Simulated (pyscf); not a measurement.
A first-order saddle from PySCF, ωB97X-D3(BJ)/def2-SVP:

```xyz
4

B     -0.3165    -0.7878    -0.0624
F     -1.1649     0.3943     0.4671
F     -1.5918    -1.0894    -0.8865
H     -1.8890    -0.1361    -0.2809
```

Surface: singlet, charge 0. Lowest wavenumbers (cm⁻¹): 1113i, 676, 762, 994, 1042.

### Question
Which two sides does it connect, and which bonds change?

### Answer
B–F (SMILES [B]F) [singlet] + HF (SMILES F) ⇌ B–F (SMILES [B]F) [singlet] + HF (SMILES F), a four-centre exchange read from left to right: B–F, F–H broken and B–F, F–H formed. At CCSD(T)/def2-TZVPP + ΔMP2(QZVPP) it lies +1.81 eV from the left side and +1.81 eV from the right (each side as separated species at their lowest minima found). One saddle was located; it need not be the lowest between these sides. The CCSD(T) − MP2 part came from Ansatz, without density fitting, on the same reference.
